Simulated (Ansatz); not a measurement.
Program: Ansatz.

Input:

```yaml
crystal:
  periodic: [false, false, false]
  atoms:
    - { symbol: Al, position_ang: [-0.001172, 6.4e-05, -0.032363] }
    - { symbol: F, position_ang: [-0.00324, 0.000147, 1.680679] }
    - { symbol: H, position_ang: [1.424553, -0.00073, -0.824647] }
    - { symbol: H, position_ang: [-1.393657, -0.000766, -0.787484] }
basis:
  gaussian: { orbitals: "6-31G" }
hamiltonian:
  xc: lda
md:
  timestep: 0.5
  n_steps: 25
  ensemble: nve_milne
  temperature: 300.0
  initial_velocities: maxwell_boltzmann
  seed: 67703
  masses: [{ species: H, mass: 3.016 }]
  dt: 0.5
```

Command:

```bash
$ ansatz run input.yaml --threads 1 --pin off --max-ram 2048MiB --backend cpu --events-out ev --progress --plain --runs-dir out
```

Question: What does the program answer?

Answer: The input was rejected before any iteration.

```
Error: YAML parse error: error: line 20 column 3: unknown field `dt`, expected one of timestep, n_steps, ensemble, temperature, temperature_schedule, friction, pressure, stress_2d, fix_cell, beads, quantum_up_to, nose_hoover, initial_velocities, initial_site_velocities, seed, constraints, density_extrapolation, masses
  --> <input>:20:3
   |
18 |   seed: 67703
19 |   masses: [{ species: H, mass: 3.016 }]
20 |   dt: 0.5
   |   ^ unknown field `dt`, expected one of timestep, n_steps, ensemble, temperature, temperature_schedule, friction, pressure, stress_2d, fix_cell, beads, quantum_up_to, nose_hoover, initial_velocities, initial_site_velocities, seed, constraints, density_extrapolation, masses
```
